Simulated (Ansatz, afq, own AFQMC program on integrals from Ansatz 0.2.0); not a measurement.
**CH4Si, singlet in cc-pVDZ, levels against CCSDT(Q)**

| atom | x (Å) | y (Å) | z (Å) |
| --- | --- | --- | --- |
| Si | 0.0000 | -0.0789 | 0.6655 |
| C | 0.0000 | 0.0388 | -1.2235 |
| H | 0.0000 | 1.4378 | 0.8730 |
| H | 0.0000 | -0.9301 | -1.7242 |
| H | 0.8736 | 0.6136 | -1.5569 |
| H | -0.8736 | 0.6136 | -1.5569 |

Connectivity, by distances: SiH–CH3.

Basis cc-pVDZ. Noble-gas cores (and the filled d shells of Ga–Kr and In–Xe) are frozen. AFQMC by an in-house program on the Cholesky factors that Ansatz 0.2.0 writes for its CCSD(T) run. The CISD trial takes its coefficients from CCSD amplitudes. Released means that phaseless walkers are propagated on without the constraint, phases kept. Uncertainties: one standard error, sampling alone.

Determinant: RHF, the one that the program's search chose, which needn't be the lowest solution. The geometry is a PBE0/def2-TZVP stationary point of this or a neighbouring charge and spin state.

No full CI on the walks' own integrals is used here; CCSDT(Q) serves as the reference and is uncertain by about the last step of the cluster series.

Cautions: higher spins were not checked; restricted determinant unstable towards unrestricted (UHF 94 meV lower, ⟨S²⟩ 0.38).

```
T1 diagnostic                               : 0.0116
weight of the determinant in the CISD state : 0.864
size of the correlated space                : 12 electrons in 46 orbitals
```

Reference: CCSDT(Q), correlation energy -7.634 eV. The released energy is read at 2.40 1/Eh (meV from the phaseless value at times in 1/Eh: -12 ± 14 at 0.24, -3 ± 13 at 0.51, 4 ± 13 at 0.99, -26 ± 19 at 1.62, -8 ± 21 at 2.40).

| level | E − E(reference) (kJ/mol) | share of correlation (%) |
| --- | --- | --- |
| HF | 736.6 | 0.00 |
| MP2 | 126.3 | 82.85 |
| CCSD | 22.3 | 96.97 |
| CCSD(T) | 3.4 | 99.54 |
| CCSDT | 1.1 | 99.85 |
| ph-AFQMC/HF | 7.9 ± 4.8 | 98.93 |
| ph-AFQMC/CISD | -1.7 ± 1.3 | 100.24 |
| released AFQMC | -2.5 ± 2.0 | 100.34 |

A walk keeps the symmetry of its determinant, which the program's search chose and which needn't be the lowest solution, so a lower state of the same spin and another symmetry isn't excluded. Released energies are given only where the last usable release times agree within the noise; a slower fall can still hide under it.
